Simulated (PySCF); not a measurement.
MgH₂ (singlet). All numbers come from PySCF, BP86, basis Mg def2-TZVP, H def2-TZVP (no relativity, density fitting).

Harmonic bands of its minimum:

| ω (cm⁻¹) | IR (km/mol, summed over degenerate members) | degeneracy |
| --- | --- | --- |
| 438 | 822 | 2 |
| 1563 | 0.0 | 1 |
| 1595 | 420 | 1 |

Q: The central atom is Mg. Infer the point group and assign the bands.

A: D∞h. The modes span πu + σg+ + σu+: 438 πu, 1563 σg+, 1595 σu+. The computed geometry has Mg–H 1.714 Å (×2); H–Mg–H 180.0°.
